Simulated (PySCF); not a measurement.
3-chloropropionamide, C₃H₆ClNO.
Z-matrix (Å and degrees, PBE0-D3(BJ)/def2-SVP geometry), rows numbered from 1:
```
N 
C   1  1.3572
O   2  1.2141  1  122.86
C   2  1.5198  1  114.96  3   179.37
C   4  1.5116  2  110.90  1   171.56
Cl  5  1.7871  4  110.84  2   177.78
H   1  1.0090  2  122.39  3   179.90
H   1  1.0115  2  118.37  3    -0.89
H   4  1.1023  2  110.25  1    48.88
H   4  1.1033  2  108.96  1   -67.45
H   5  1.0974  4  111.40  2   -62.39
H   5  1.0966  4  110.93  2    57.70
```

A calculation gives these core lines: C 1s: 291.50 (area 1), 292.35 (area 1), 294.23 (area 1) eV; N 1s: 406.40 eV; O 1s: 537.34 eV; Cl 1s: 2828.56 eV; Cl 2p3/2: 205.96 eV.

Theory: PySCF, delta-SCF UKS SCAN, pcX-2 on the ionised atom, pcseg-1 elsewhere, spin-free X2C. Isolated species at its PBE0-D3(BJ)/def2-SVP geometry (one conformer only).

Problem. Order the carbon atoms by C 1s binding energy.

Solution. 291.50 eV: C4 (sp3 carbon next to a carbonyl); 292.35 eV: C5 (sp3 C–Cl carbon); 294.23 eV: C2 (amide carbonyl carbon). Lowest listed C 1s: C4, bonded to 2 C and 2 H. Highest, 2.73 eV above it: C2, bonded to O (double bond), N and C.

Bonded neighbours of each site: N1: C and 2 H; C2: O (double bond), N and C; O3: C (double bond); C4: 2 C and 2 H; C5: Cl, C and 2 H; Cl6: C.

Problem. Which photon energy gives electrons from N 1s of N1 a kinetic energy of 200 eV, and what is their de Broglie wavelength?

Solution. hν = 406.40 + 200 = 606.40 eV, recoil neglected; λ = 12.264 Å/√(E/eV) = 0.87 Å.

2p3/2 and 2p1/2 are the ΔSCF energy of one spin-free 2p hole plus the eigenvalues of a spin–orbit and ligand-field matrix of the shell. 2p1/2 minus 2p3/2 (ligand field included): Cl 1.65 eV.
